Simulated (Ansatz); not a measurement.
A made-up structure of NaSiNH2, closed shell:

Na1  (-2.853, 0.795, 0.024)
N2  (-0.861, 0.237, 0.005)
Si3  (0.661, -0.184, -0.006)
H4  (1.217, -1.531, -0.371)
H5  (-2.461, -1.096, 0.413)
(Å)

It is relaxed with PBE-D4/def2-SVP and then PBE0-D4/def2-TZVP (Ansatz 0.2.0). Atoms count as bonded within 1.22 times the sum of their covalent radii (H–H: 0.88 Å). The end point is not checked to be a true minimum.

Does its bonding change? (Judge from chemistry; the calculation decides.)

The calculation gives: Yes. Formed: Na1–Si3, N2–H5; broken: Na1–H5.

Where it ends: The first stage lowers the energy by 3.45 eV in 18 steps. It ends as NaSiNH₂ ([NH]1[Na][SiH]1):
```xyz
5
angstrom
Na -2.3052 1.4281 -0.0136
N -1.4779 -0.5762 0.1409
Si 0.0356 0.0456 -0.1827
H 1.0569 -1.1064 -0.1795
H -1.6059 -1.5692 0.3008
```

Labels in which every atom is bracketed show which atoms are joined, not bond orders.

For scale, one of the runs: PBE0-D4/def2-TZVP relaxation, 112 basis functions, launched by `ansatz run in.yaml --threads 2 --pin off --events-out ev --progress --plain --max-ram 4352MiB`. Hardware: 2 CPU threads of an Arm Neoverse V2, shared host. Wall time about 13 s.
